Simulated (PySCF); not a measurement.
System (SMILES): N (NH3).
Geometry (B3LYP-D3(BJ)/def2-TZVP, fixed):
```xyz
4

N      0.0022    -0.0038     0.1116
H     -0.0020     0.9512    -0.2281
H      0.8095    -0.4644    -0.2929
H     -0.8232    -0.4600    -0.2599
```
Charge 0, spin multiplicity 1.

Basis-set convergence of the lowest singlet excitation energy at PBE0 with PySCF. Tamm-Dancoff approximation; the state is taken by its order, and sets in which it differs in degeneracy or brightness are left out, yet its character can still change. All functions are spherical. Density fitting with generated auxiliary sets. No added dispersion term, no relativity. Reference: the value in d-aug-cc-pVTZ, 6.144 eV, itself unsure by roughly 0.011 eV (its mean distance from aug-pcseg-3, aug-cc-pVQZ, aug-pcseg-2). Deviations are taken from unrounded values. Cost is core time over that of def2-TZVP, rough, on shared machines of one kind.

```csv
basis,functions,lowest singlet excitation energy (eV),minus reference (eV),cost
def2-SVP,29,7.232,1.088,0.5×
6-311+G**,40,6.741,0.597,0.5×
def2-TZVP,49,6.947,0.803,1×
aug-pcseg-1,50,6.162,0.019,1×
"6-311++G(2d,2p)",57,6.179,0.035,2×
def2-TZVPP,73,6.935,0.791,2×
"6-311++G(3df,3pd)",93,6.208,0.064,3×
aug-pcseg-2,115,6.155,0.011,3×
def2-QZVPP,147,6.733,0.589,10×
aug-pcseg-3,232,6.152,0.008,20×
```

The smallest set listed that lies within 0.2 eV of the reference with all its larger relatives (same family, alike in diffuse functions; a set with none counts only in the reference's own line) is aug-pcseg-1 (50 functions, 1× in cost, 0.019 eV off).
